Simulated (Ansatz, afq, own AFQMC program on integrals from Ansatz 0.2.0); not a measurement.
# Atomization energy of AlSiH, singlet

```yaml
atoms:
  - { symbol: Si, position_ang: [0.0000, -0.0660, 1.2777] }
  - { symbol: Al, position_ang: [0.0000, 0.0144, -1.3676] }
  - { symbol: H, position_ang: [0.0000, 1.4550, 1.0066] }
```

Connectivity, by distances: SiH–Al.

Atoms in their ground-state spins without spin–orbit coupling (mostly on UHF) minus the molecule (RHF), without zero-point energy. The geometry is a stationary point, not shown to be a minimum.

Basis cc-pVTZ. Only valence electrons are correlated. AFQMC by an in-house program on the Cholesky factors that Ansatz 0.2.0 writes for its CCSD(T) run. ph-AFQMC/CISD is guided by a CISD state made of CCSD amplitudes; releasing the constraint for a short imaginary time cuts its bias at the price of noise, slowly where states lie close. Error bars are statistical, one sigma. The errors of all members are added in quadrature.

No full CI on the walks' own integrals is used here; CCSDT(Q) serves as the reference and is uncertain by about the last step of the cluster series. Each member takes its own surest rung, up to full CI.

The best estimate is CCSD(T) at the basis-set limit (CBS: def2-TZVPP and def2-QZVPP, with their diffuse functions for anions and beside diffuse sets, CCSD(T) itself extrapolated) plus the step from CCSD(T) to CCSDT(Q) in cc-pVTZ. Rows without CBS are in cc-pVTZ; B2PLYP and the wave-function rows carry a basis error of their own. Core correlation and relativity beyond core potentials are missing, and ± holds the sampling alone.

Cautions: AlSiH (singlet): another spin lies lower, restricted determinant unstable towards unrestricted (UHF 743 meV lower, ⟨S²⟩ 1.16), the released energies are still falling, so no released level is given (meV from the phaseless value at times in 1/Eh: -10 ± 4 at 0.24, -18 ± 3 at 0.51, -31 ± 4 at 0.99, -31 ± 3 at 1.62, -38 ± 5 at 2.40), though the last usable value meets CCSDT(Q) within the noise, CCSDT(Q) on the UHF determinant differs (310 meV lower), perhaps since the unrestricted series falls towards higher spin, its ph-AFQMC/CISD value lies 47 ± 5 meV above CCSDT(Q).

```
level  atomization energy (kcal/mol)
  MP2                          104.8
   HF                           67.8
 CCSD                          107.6
```

From these cheaper values, estimate the atomization energy at the level of the best estimate.

116.8 kcal/mol (best estimate, highest rung CCSDT(Q)).

| level | atomization energy (kcal/mol) | error against the best estimate (kcal/mol) |
| --- | --- | --- |
| CCSD(T) | 110.3 | -6.5 |
| ph-AFQMC/CISD | 110.4 ± 0.1 | -6.4 ± 0.1 |
| HF/CBS | 68.8 | -48.0 |
| MP2/CBS | 110.9 | -6.0 |
| CCSD(T)/CBS | 116.0 | -0.8 |
| surest rungs in cc-pVTZ | 111.1 | -5.7 |

Correlation beyond CCSD(T) adds 0.8 kcal/mol. Going to the basis-set limit adds 5.7 kcal/mol at CCSD(T). The perturbative (T) step is worth +2.7 kcal/mol.

Best estimates are given only where the step beyond CCSD(T) is under 0.3 eV and no member's determinant is very poor (T1 over 0.05, or 0.07 for open shells, ⟨S²⟩ too high by 0.3, two states mixed), so the hardest cases are missing from such tables.

Each member of a difference takes its own highest rung, so a best estimate needn't equal the limit plus the step of one row. A walk keeps the symmetry of its determinant, which the program's search chose and which needn't be the lowest solution, so a lower state of the same spin and another symmetry isn't excluded.
